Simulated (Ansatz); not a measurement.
`C=C[SiH3]` from Hartree–Fock to CCSD(T)

```xyz
9

C    -0.2621   -0.7555    1.3210
C     0.3104    0.2211    0.6228
Si    0.0567    0.4465   -1.2053
H    -0.9180   -1.4839    0.8520
H    -0.1036   -0.8734    2.3895
H     0.9573    0.9191    1.1525
H    -0.5379    1.7794   -1.4971
H    -0.8549   -0.6182   -1.7017
H     1.3520    0.3650   -1.9337
```

Total charge 0; spin multiplicity 1. Geometry: relaxed with PBE0-D4/def2-TZVP. Frozen core, restricted reference, Ansatz 0.2.0. CBS rows extrapolate triple and quadruple zeta; past MP2 they add the triple-zeta difference.

```tsv
basis	HF (Eh)	MP2 corr.
def2-SVP	-367.98420	-0.37148
def2-TZVPP	-368.17523	-0.45605
def2-QZVPP	-368.18798	-0.48598
```

Estimate the CCSD correlation energy and the (T) correction in each basis where they were run (hartree).


| basis | CCSD corr. | (T) |
| --- | --- | --- |
| def2-SVP | -0.41912 | -0.01350 |
| def2-TZVPP | -0.49865 | -0.02029 |
| CBS(def2) | -0.55075 | as TZ |
